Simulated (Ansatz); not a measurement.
Relaxation of BH₃O (5 atoms, charge 0, multiplicity 1), to a largest force component of 0.02 eV/Å in at most 40 steps.

Theory: Ansatz 0.2.0, RKS PBE0-D4/def2-mTZVP.

```xyz
5
Properties=species:S:1:pos:R:3
B 0.000 0.000 0.000
O 0.000 0.000 1.410
H -0.909 -0.281 1.747
H 1.030 0.000 -0.595
H -1.030 0.000 -0.595
```

Problem. Where does it end, and by what steps?

Solution. The forces met the threshold. After 5 steps the energy has fallen by 0.186 eV; O2 moved furthest, 0.13 Å.

```
step  energy less start (eV)  largest force component (eV/Å)  accepted
   0                  0.0000                           1.927       yes
   1                  0.0139                           3.138        no
   2                 -0.1615                           0.835       yes
   3                 -0.1784                           0.382       yes
   4                 -0.1842                           0.120       yes
   5                 -0.1859                           0.009       yes
```

```xyz
5
Properties=species:S:1:pos:R:3
B -0.016 -0.023 0.007
O 0.000 -0.115 1.353
H -0.881 -0.176 1.740
H 1.043 0.057 -0.541
H -1.056 -0.024 -0.592
```

Run time: 4.8 s on 1 thread of Arm Neoverse V2 (shared host), peak memory 0.1 GiB.
